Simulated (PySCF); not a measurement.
**Computed properties of CH, SMILES [CH]**

CH, SMILES [CH] (connectivity only; charge and spin as stated), charge +1, multiplicity 1. Coordinates come from a B3LYP-D3(BJ)/def2-TZVPD optimisation. One conformer was computed; it need not be the lowest. All values are computed for the isolated molecule unless a solvent is named; none is compared with measurement here.

**Structure.** The optimised structure has C∞v symmetry. All 1 harmonic modes at B3LYP-D3(BJ)/def2-TZVPD (PySCF) are real, so it is a minimum.

**Vibrations.** The strongest infrared lines (harmonic, unscaled, degenerate partners summed) lie at 2798 cm⁻¹ (1 km/mol, H 92 %). The softest mode is at 2798 cm⁻¹ and the zero-point energy is 4.0 kcal/mol.

**Electronic structure.** CAM-B3LYP/def2-TZVPD (PySCF) places the frontier levels at -21.40 and -13.11 eV, a gap of 8.29 eV and a mean polarisability of 7.8 bohr³. PBE/def2-TZVPD (PySCF) at the same geometry gives -18.27 and -16.12 eV, so its gap is 6.14 eV narrower. An orbital gap is neither the optical nor the fundamental gap.

**Excitations.** TDDFT-ωB97X/def2-TZVPD (PySCF) has S1 at 2.89 eV (429 nm, f = 0.013, weak); the most intense of the 10 singlets computed lies at 13.44 eV (f = 0.39). Strengths of degenerate partners are summed. T1 (TDA) is at 1.00 eV. TDDFT-PBE/def2-TZVPD (PySCF) puts S1 at 2.84 eV.

**NMR.** GIAO shifts at KT2/pcSseg-2 (PySCF) (non-relativistic, atoms alike by connectivity averaged): ¹³C at 992.8 ppm against TMS; ¹H at 2.9 ppm against TMS.

**Solvation.** SMD-M06-2X/def2-SVP (PySCF) gives -86.7 kcal/mol in water, -79.0 kcal/mol in dichloromethane, -82.6 kcal/mol in cyclohexanone (1 M in both phases, gas-phase geometry); of these solvents water holds the molecule best.
